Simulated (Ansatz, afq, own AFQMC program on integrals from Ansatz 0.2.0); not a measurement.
NH$_{3}$, singlet in def2-SVP, levels against CCSDTQ

```tsv
atom	x (Å)	y (Å)	z (Å)
N	-2.7532	0.8227	0.9730
H	-2.7666	1.3239	1.8611
H	-3.3724	0.0235	1.1070
H	-3.2395	1.4311	0.3146
```

Basis def2-SVP. Noble-gas cores (and the filled d shells of Ga–Kr and In–Xe) are frozen. Ansatz 0.2.0 and our own AFQMC program on the same integrals; the CISD trial comes from CCSD amplitudes, and released means the phaseless constraint is let go. Error bars are statistical, one sigma.

Determinant: RHF, the one that the program's search chose, which needn't be the lowest solution. The geometry is a PBE0/def2-SVP stationary point of this or a neighbouring charge and spin state.

No full CI on the walks' own integrals is used here; CCSDTQ serves as the reference and is uncertain by about the last step of the cluster series.

```
T1 diagnostic                               : 0.0059
weight of the determinant in the CISD state : 0.937
size of the correlated space                : 8 electrons in 28 orbitals
```

Reference: CCSDTQ, correlation energy -5.648 eV. The released energy is read at 1.50 1/Eh (meV from the phaseless value at times in 1/Eh: -2.3 ± 1.6 at 0.24, -4.1 ± 1.4 at 0.50, -7.5 ± 1.1 at 1.00, -4.1 ± 1.1 at 1.50).

```json
{"level": "HF", "E − E(reference) (kJ/mol)": "544.9", "share of correlation (%)": "0.00"}
{"level": "MP2", "E − E(reference) (kJ/mol)": "53.8", "share of correlation (%)": "90.12"}
{"level": "CCSD", "E − E(reference) (kJ/mol)": "11.8", "share of correlation (%)": "97.84"}
{"level": "CCSD(T)", "E − E(reference) (kJ/mol)": "1.5", "share of correlation (%)": "99.72"}
{"level": "CCSDT", "E − E(reference) (kJ/mol)": "0.8", "share of correlation (%)": "99.85"}
{"level": "CCSDT(Q)", "E − E(reference) (kJ/mol)": "0.0", "share of correlation (%)": "100.01"}
{"level": "ph-AFQMC/HF", "E − E(reference) (kJ/mol)": "-1.7 ± 1.3", "share of correlation (%)": "100.32"}
{"level": "ph-AFQMC/CISD", "E − E(reference) (kJ/mol)": "0.2 ± 0.2", "share of correlation (%)": "99.96"}
{"level": "released AFQMC", "E − E(reference) (kJ/mol)": "-0.2 ± 0.1", "share of correlation (%)": "100.03"}
```

CCSDT and higher add their correlation energy to the determinant of the CCSD(T) run, since their own runs factorise the integrals more tightly (a shift of under 2 meV). Released energies are given only where the last usable release times agree within the noise; a slower fall can still hide under it.
